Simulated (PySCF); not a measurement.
Predicted microwave data (PBE0-D3(BJ)/def2-SVP geometry optimisation, gas phase in PySCF) for one isomer of CH5ClSi:

- Rotational constants: A = 21683, B = 3178, C = 2919 MHz
- Dipole components: |μa| = 1.06 D, |μb| = 1.20 D, |μc| = 0.00 D
- Inertial defect: -9.20 u·Å²
- κ: -0.97

Task: Which candidate fits, each taken in the one conformer that was computed?
A. `[H][Si]([H])(C)Cl`
B. `C[SiH2]Cl`
C. `[SiH3]CCl`

Result: C. It is [SiH3]CCl, a near-prolate asymmetric top, point group Cs. The candidates at the same level (rigid rotor, commonest isotopes):

```csv
SMILES,A (MHz),B (MHz),C (MHz),μa (D),μb (D),μc (D),Δ (u·Å²),point group,rotor
[H][Si]([H])(C)Cl,15815,3841,3274,1.93,0.03,0.00,-9.18,Cs,near-prolate asymmetric top
C[SiH2]Cl,15880,3798,3245,1.95,0.06,0.00,-9.14,–,near-prolate asymmetric top
[SiH3]CCl,21683,3178,2919,1.06,1.20,0.00,-9.20,Cs,near-prolate asymmetric top
```

`[H][Si]([H])(C)Cl` has A 27 % too low; `C[SiH2]Cl` has A 27 % too low. In the right answer the mirror of this Cs structure is the ab plane, so μc vanishes by symmetry. No structure here is proved a minimum.
